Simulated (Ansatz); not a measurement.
Relaxation of C$_{4}$H$_{5}$N (10 atoms, charge 0, multiplicity 1), to a largest force component of 0.015 eV/Å in at most 40 steps.

Computed with RKS r2SCAN-D4/def2-SVP (Ansatz).

```xyz
10
Properties=species:S:1:pos:R:3:forces:R:3
C -1.280 -0.148 -0.576 -4.57 3.94 0.00
C -0.204 -0.820 -0.501 3.04 -3.70 -0.93
N 0.973 -0.560 0.105 -2.83 6.78 2.94
C 2.259 -0.889 -0.305 2.25 -1.85 -4.01
C 1.761 -1.472 0.756 0.67 -2.35 0.54
H -2.183 -0.475 -1.135 0.66 -0.17 0.25
H -1.402 0.874 -0.120 0.35 -0.87 -0.17
H -0.116 -1.774 -0.992 -0.67 -1.51 -1.04
H 2.431 -1.440 -1.313 0.77 0.81 1.43
H 1.562 -2.524 0.820 0.33 -1.10 0.99
```

**Question.** Where does it end, and by what steps?

**Answer.** The run converged. After 10 steps the energy has fallen by 2.111 eV; H10 moved furthest, 0.60 Å.

| step | energy less start (eV) | largest force component (eV/Å) | accepted |
| --- | --- | --- | --- |
| 0 | 0.0000 | 6.783 | yes |
| 1 | -1.0002 | 3.950 | yes |
| 2 | -1.3392 | 1.831 | yes |
| 3 | -1.7188 | 1.196 | yes |
| 4 | -1.9922 | 0.632 | yes |
| 5 | -2.0015 | 0.909 | yes |
| 6 | -2.0922 | 0.410 | yes |
| 7 | -2.1074 | 0.177 | yes |
| 8 | -2.1097 | 0.106 | yes |
| 9 | -2.1109 | 0.076 | yes |
| 10 | -2.1112 | 0.011 | yes |

```xyz
10
Properties=species:S:1:pos:R:3
C -1.345 -0.085 -0.586
C -0.282 -0.896 -0.589
N 0.922 -0.539 0.093
C 2.145 -1.189 -0.514
C 1.706 -1.747 0.553
H -2.264 -0.361 -1.108
H -1.302 0.872 -0.058
H -0.296 -1.868 -1.116
H 2.823 -0.989 -1.338
H 1.695 -2.424 1.401
```

Whether the end is a true minimum wasn't checked by a vibrational analysis.

Time of the run: 33 s on 2 threads of Arm Neoverse V1, on a shared host, peak memory 0.19 GiB.
